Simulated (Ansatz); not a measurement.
Relative stability

Two isomers of NaSiH3O, singlet, relaxed at PBE0-D4/def2-TZVP (vibrations not checked).

A:

```
6
angstrom
Na -2.8973 -0.9686 0.7759
O -0.8611 -0.2855 0.0934
Si 0.4793 0.1577 -0.4685
H 1.6243 -0.7646 -0.6420
H 0.7527 1.5481 -0.8971
H -4.6702 -1.5715 1.2513
```

B:

```csv
atom,x (Å),y (Å),z (Å)
O1,-0.5230,-0.8278,-0.0075
Si2,0.5303,0.5922,0.0898
Na3,1.0894,-1.7638,1.1763
H4,-1.3471,-0.7250,-0.4874
H5,0.6487,1.0402,-1.3534
H6,-0.3983,1.6843,0.5821
```

Program: Ansatz 0.2.0. Basis: def2-TZVPP. Cores are frozen in the correlated methods. The outer core shell of Li, Na, Mg and K is correlated. The def2 sets are not built for correlating such inner shells, so the correlated values are less sure here. B3LYP uses VWN-RPA correlation.

Problem. Which structure is lower at CCSD(T), and by how much? (Judge from chemistry; the value comes from the calculation.)

Solution. By the calculation: B, by 39.21 kcal/mol (electronic energy, against the other). By their contacts, A is NaSiH₃O ([NaH][O][SiH2]) and B is NaSiH₃O ([OH]1[Na][SiH2]1).

All methods give the same order:

```tsv
method	E(B) − E(A) (kcal/mol)
PBE-D4	-37.15
r2SCAN-D4	-38.91
PBE0-D4	-42.27
B3LYP-D4	-35.70
wB97M-V	-38.52
HF	-36.84
MP2	-38.05
CCSD	-39.61
CCSD(T)	-39.21
```

No T1 diagnostic of these runs exceeds 0.017.

Labels in which every atom is bracketed show which atoms are joined, not bond orders.
